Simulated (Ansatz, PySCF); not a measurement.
This PySCF input computes a SVWN5/def2-TZVPD energy:

```python
from pyscf import gto, scf, dft

mol = gto.M(
    atom='''
    C    -0.00768397    0.00047609    0.45577993
    H    -0.02591434    0.00160561    1.53712694
    Cl    0.01488659    1.69164517   -0.08530085
    Cl    1.45955078   -0.85759891   -0.05828251
    Cl   -1.47020100   -0.83430874   -0.10769937
    ''',
    basis='def2-tzvpd',
    charge=0,
    spin=0,
    verbose=4,
)

mf = dft.RKS(mol, xc='svwn').density_fit(auxbasis='def2-universal-jkfit')
mf.grids.level = 3
mf.conv_tol = 1e-9
mf.max_cycle = 100
mf.max_memory = 1500
mf.kernel()
if not mf.converged:
    mf = mf.newton()
    mf.kernel(mf.make_rdm1())
mf.analyze()
```

Task: Write an input for the same energy in Ansatz (a first-principles code) and say what it gives.

Result: 
Ansatz 0.2 input:
```yaml
crystal:
  periodic: [false, false, false]
  atoms:
    - {symbol: C, position_ang: [-0.00768397, 0.00047609, 0.45577993]}
    - {symbol: H, position_ang: [-0.02591434, 0.00160561, 1.53712694]}
    - {symbol: Cl, position_ang: [0.01488659, 1.69164517, -0.08530085]}
    - {symbol: Cl, position_ang: [1.45955078, -0.85759891, -0.05828251]}
    - {symbol: Cl, position_ang: [-1.47020100, -0.83430874, -0.10769937]}
basis:
  gaussian:
    orbitals: def2-TZVPD
hamiltonian:
  xc: {name: SVWN5}
output: {forces: true}
```
It gives -1414.56555 Eh, and PySCF -1414.56561 Eh, a difference of 0.06 mEh, from the treatment of integrals and grids.
